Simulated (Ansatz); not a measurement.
## In (model structure, started from the beta-Sn type, I4₁/amd, No. 141, 2 atoms in the cell)

All values below come from PBEsol (Ansatz, a first-principles code, plane waves, PAW).

Numerical settings: plane-wave cutoff 500 eV, 26×26×26 k mesh, Fermi–Dirac smearing 0.1 eV, scalar-relativistic PAW data made under PBE.

Cell (relaxed at this level):

```xyz
2
Lattice="-2.9348 2.9348 1.5463 2.9348 -2.9348 1.5463 2.9348 2.9348 -1.5463" Properties=species:S:1:pos:R:3 pbc="T T T"
In     0.0000     2.9348     0.7732
In     0.0000     0.0000     0.0000
```

| Item | Value |
|---|---|
| band gap | zero (no gap) |

Note: the relaxation could raise the start's symmetry but not lower it, so the cell can be a saddle point.

Spin–orbit coupling is not included.

Computed values are for the static lattice.

A model structure was made by putting elements into a prototype or built by hand; it is no filed structure, need not be a known phase, and can be a saddle point held by its symmetry.
